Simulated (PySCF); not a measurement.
# Atomic charges against the basis set

Compound: C₃HF₃.
SMILES with atom numbers: `[CH:1]#[C:2][C:3]([F:4])([F:5])[F:6]` (hydrogens: H7 on C1)

PBE0 throughout (PySCF), one geometry, spherical d and f functions. Geometry: PBE0-D3(BJ)/def2-SVP; no solvent, vibrations or thermal averaging. Atoms taken as equivalent share a column and are averaged.

Mulliken charges (e):

```json
{"basis": "pcSseg-0", "functions": "56", "C1": "-0.275", "C2": "-0.130", "C3": "+1.040", "F4/F5/F6": "-0.314", "H7": "+0.306"}
{"basis": "cc-pVDZ", "functions": "89", "C1": "-0.320", "C2": "+0.233", "C3": "+0.511", "F4/F5/F6": "-0.154", "H7": "+0.036"}
{"basis": "pcSseg-1", "functions": "107", "C1": "-0.188", "C2": "-0.021", "C3": "+0.879", "F4/F5/F6": "-0.256", "H7": "+0.098"}
{"basis": "aug-cc-pVDZ", "functions": "147", "C1": "+1.011", "C2": "-0.681", "C3": "+1.544", "F4/F5/F6": "-0.439", "H7": "-0.557"}
{"basis": "cc-pVTZ", "functions": "194", "C1": "-0.128", "C2": "-0.171", "C3": "+0.569", "F4/F5/F6": "-0.146", "H7": "+0.168"}
{"basis": "IGLO-III", "functions": "220", "C1": "-0.110", "C2": "-0.013", "C3": "+0.455", "F4/F5/F6": "-0.167", "H7": "+0.170"}
```

IAO charges (e):

| basis | functions | C1 | C2 | C3 | F4/F5/F6 | H7 |
| --- | --- | --- | --- | --- | --- | --- |
| pcSseg-0 | 56 | -0.127 | -0.091 | +0.743 | -0.245 | +0.212 |
| cc-pVDZ | 89 | -0.152 | -0.090 | +0.811 | -0.262 | +0.215 |
| pcSseg-1 | 107 | -0.147 | -0.089 | +0.815 | -0.266 | +0.218 |
| aug-cc-pVDZ | 147 | -0.152 | -0.084 | +0.822 | -0.269 | +0.221 |
| cc-pVTZ | 194 | -0.155 | -0.087 | +0.831 | -0.270 | +0.221 |
| IGLO-III | 220 | -0.153 | -0.085 | +0.827 | -0.270 | +0.222 |

Q: Which scheme is steadiest as the basis changes?

A: Largest range over the bases for any column: IAO 0.09 e, Mulliken 1.33 e. IAO charges move least and Mulliken charges most, counted in e.

Q: How much do the charges still move between the two largest bases, cc-pVTZ and IGLO-III?

A: At most, over all atoms: Mulliken 0.158 e, IAO 0.004 e.

Q: What do the same runs give for the total energy, the frontier levels and the dipole moment?

A: 
```csv
basis,energy (Eh),HOMO (eV),LUMO (eV),μ (D)
pcSseg-0,-413.0028,-9.58,-0.24,2.62
cc-pVDZ,-413.9737,-9.05,0.04,2.13
pcSseg-1,-413.9192,-9.28,-0.24,2.31
aug-cc-pVDZ,-414.0044,-9.24,-0.40,2.26
cc-pVTZ,-414.1075,-9.18,-0.19,2.19
IGLO-III,-414.1326,-9.25,-0.38,2.26
```

The dipole is fixed by the density alone, so its range of 0.49 D shows that the density itself changes with the basis, not only its division among atoms.
